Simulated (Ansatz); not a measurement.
# [H···H···S], triplet along the distance H1-H2

Starting geometry:

```xyz
3

H     0.0000    0.0000   -1.1560
H     0.0000    0.0000   -0.4110
S     0.0000    0.0000    1.5670
```

From there atom H2 is moved from one fragment to the other while all else, the fragments' distance too, stays fixed; atoms are numbered as listed. Energies are in kJ/mol, counted from the starting geometry at the same level. Kohn–Sham curves are unrestricted where that lies lower.

Basis 6-31G; Ansatz 0.2.0. Correlated methods freeze the noble-gas cores. R marks a restricted (for open shells ROHF) determinant.

Full CI is exact within this basis and frozen core; it isn't the basis-set limit.

```csv
distance H1-H2 (Å),full CI,curve A,curve B,curve C,curve D
0.693,1.4,1.3,0.9,2.2,-2.9
0.745,0.0,0.0,0.0,0.0,0.0
0.830,16.0,16.2,16.8,14.2,24.3
0.916,44.1,44.5,45.4,39.9,63.7
1.001,73.9,74.7,75.6,66.8,108.4
1.087,98.4,99.6,100.8,88.6,148.9
1.172,112.9,114.2,116.9,101.7,155.7
1.258,119.9,120.8,125.9,108.7,144.6
1.343,126.2,126.8,134.1,116.2,136.7
```

(1) The curves come from B2PLYP, RCCSD, RHF, RPA-PBE. Compare each with full CI and say which is which.

In so small a basis the reference is far from its limit. A double hybrid takes much of its correlation from a semilocal functional, which needs less basis, so its difference from the reference holds the reference's basis and frozen-core error beside its own. The set has no polarisation functions, which weighs most on the reference.

Answers

(1) A: RCCSD, B: RPA-PBE, C: B2PLYP, D: RHF. Spread of the error against full CI, over the points where both stand: A 1.4, B 8.4, C 12.0, D 54.8 kJ/mol.
